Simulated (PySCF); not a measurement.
H₃P. Atoms are numbered in the order given.

```xyz
4

P      0.0000     0.0000     0.1290
H     -1.0308    -0.5951    -0.6451
H      0.0000     1.1902    -0.6451
H      1.0308    -0.5951    -0.6451
```
Charge 0, spin multiplicity 1.

Geometry: PBE0-D3(BJ)/def2-TZVPD.

The numbers are results of r2SCAN/def2-TZVPD (PySCF), not measurements.

Gas-phase values at a fixed geometry.

| Property | Value |
|---|---|
| total energy | -343.11992 hartree |
| point group | C3v |
| highest occupied level | -6.94 eV |
| lowest empty level | 0.12 eV |
| orbital gap | 7.06 eV |
| dipole moment | 0.67 D |
| quadrupole, principal values (traceless, Buckingham form, about the centre of nuclear charge) | -2.21, 1.10, 1.10 D·Å |
| mean static polarisability | 30.6 bohr³ (4.53 Å³) |
| polarisability, principal values | 30.0, 30.0, 31.7 bohr³ |
